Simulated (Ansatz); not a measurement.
Species: AlF3, SMILES `[F][Al]([F])[F]` (charge 0, multiplicity 1).

Give a relaxed geometry from B3LYP-D3(BJ)/def2-TZVP run with Ansatz (a program for electronic structure).

the end point of this relaxation (outside a Z-matrix the atoms follow the SMILES, hydrogens last).
Bonds (Å): F1–Al2 1.634, Al2–F3 1.634, Al2–F4 1.634. Bond angles (°): F1–Al2–F3 120.0, F1–Al2–F4 120.0, F3–Al2–F4 120.0.
